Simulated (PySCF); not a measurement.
**The potential of point charges around protonated nitrous oxide**

Species: protonated nitrous oxide (`N=[N+]=O`), charge +1. Coordinates (PBE0-D3(BJ)/def2-SVP, Å) and charges (e) from the PBE0/pcSseg-1 density (PySCF):

| atom | x | y | z | Mulliken | IAO | Hirshfeld | ESP-fitted |
| --- | --- | --- | --- | --- | --- | --- | --- |
| N1 | -0.546 | 0.007 | -0.028 | +0.1108 | -0.0734 | +0.1552 | -0.2879 |
| N2 | 0.505 | 0.005 | -0.418 | +0.6422 | +0.6477 | +0.4017 | +0.7594 |
| O3 | 1.565 | 0.005 | -0.815 | -0.0831 | -0.0240 | +0.1250 | -0.0247 |
| H4 | -1.504 | -0.007 | 0.344 | +0.3301 | +0.4496 | +0.3182 | +0.5532 |

Points outside the species (Å): A (-0.3, -2.6, 0.9); B (-2.1, 2.8, 2.7); C (1.9, 6.8, 1.6).

Task: Find the potential V = 14.3996 V·Å × Σ q/r of each set of charges at these points.

Result: In volts:

```
point  nearest atom  distance (Å)  Mulliken     IAO  Hirshfeld  ESP-fitted
    A            N1          2.78    +4.931  +4.827     +4.783      +4.756
    B            H4          3.71    +3.329  +3.324     +3.249      +3.315
    C            O3          7.22    +1.946  +1.940     +1.946      +1.937
```

Task: How far are the other sets from the ESP-fitted one at these points?

Result: Root-mean-square difference: Hirshfeld 0.041 V, IAO 0.041 V, Mulliken 0.101 V. The ESP scheme is a least-squares fit of atom-centred charges to the potential on four shells outside the van der Waals surface, with the total charge fixed.

Task: What energy would a point charge of -1 e have at A in the field of the ESP charges, leaving out polarisation?

Result: -4.756 eV = -458.9 kJ/mol, an attraction. The total charge alone, placed at the mean of the coordinates, would give -5.047 eV.

Geometry: PBE0-D3(BJ)/def2-SVP; no solvent, vibrations or thermal averaging.
